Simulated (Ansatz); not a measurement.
# CH3O (doublet): wave-function methods side by side, cc-pVDZ

One table from this session's results is given with a row withheld; the runs are named, their logs left out.

The runs use Ansatz 0.2.0, Gaussian basis; cc-pVDZ, core rule «outside noble gas», up to 2 orbitals frozen.

The runs, in order: UHF; CCSD(T) on ROHF; CCSD(T) on UHF; BCCD(T) on ROHF; CISD; CCSDT(Q) on ROHF; CCSDT(Q) on UHF; CCSDTQ on ROHF.

21 further runs of the same task are left out: 7 for a known fault of the program, 1 that didn't finish, 13 set aside as unsound or not needed.

### The system

The geometry is an MP2(full)/6-31G* stationary point (not a proven minimum).

5 atoms, charge 0, spin multiplicity 2.

Atoms are counted from 1 here; the program's logs count them from 0.

Bond lengths: C1–O2 1.373 Å, C1–H4 1.086 Å, C1–H5 1.080 Å, O2–H3 0.970 Å. Angles: O2–C1–H4 118.2°, O2–C1–H5 112.2°, H4–C1–H5 119.3°, C1–O2–H3 108.5°.

Coordinates:

```
atom    x (Å)    y (Å)    z (Å)
  C1   0.7272   0.0561  -0.0740
  O2  -0.6323  -0.0992   0.0384
  H3  -1.0521   0.7667  -0.0872
  H4   1.1626   1.0017   0.2340
  H5   1.2609  -0.8617   0.1260
```

The first run:

Contents of in.yaml:

```yaml
crystal:
  periodic: [false, false, false]
  atoms:
    - {symbol: C, position_ang: [0.727223, 0.056064, -0.074030]}
    - {symbol: O, position_ang: [-0.632319, -0.099210, 0.038389]}
    - {symbol: H, position_ang: [-1.052075, 0.766720, -0.087183]}
    - {symbol: H, position_ang: [1.162558, 1.001701, 0.233977]}
    - {symbol: H, position_ang: [1.260906, -0.861678, 0.125999]}
basis:
  gaussian: {orbitals: cc-pVDZ}
magnetization: {spin_polarized: true, initial_magnetization: 1}
hamiltonian: {xc: hf}
output: {orbitals: {seedname: orbitals}}
```

On the command line:

```bash
$ ansatz run in.yaml --threads 1 --pin off --events-out ev --progress --plain --max-ram 3956MiB --backend cpu
```

Steps of the session up to this table: UHF; CCSD(T) on ROHF; CCSD(T) on UHF; BCCD(T) on ROHF; CISD; CCSDT(Q) on ROHF; CCSDT(Q) on UHF; CCSDTQ on ROHF.

One of the session's tables, all rows but one given; the rest of the session is left out.

| method | from RCCSDTQ (kcal/mol) |
| --- | --- |
| ROHF | +217.02 |
| UHF | ? |
| RMP2 | +20.07 |
| UMP2 | +20.18 |
| CISD | +21.08 |
| RCCSD | +5.43 |
| UCCSD | +5.39 |
| RCCSD(T) | +0.74 |
| UCCSD(T) | +0.74 |
| BCCD(T) | +0.73 |
| RCCSDT | +0.40 |
| UCCSDT | +0.39 |
| RCCSDT(Q) | -0.01 |
| UCCSDT(Q) | -0.05 |
| RCCSDTQ | 0 |

**Question.** Estimate the row for UHF.

As computed: from RCCSDTQ (kcal/mol): +214.56. In the column «from RCCSDTQ (kcal/mol)» it lies between CISD (+21.08) and ROHF (+217.02).

Limits of these values: Restricted and unrestricted rows rest on different reference determinants; where their highest levels disagree by more than a few hundredths of an eV, they describe different states and don't form one ladder.
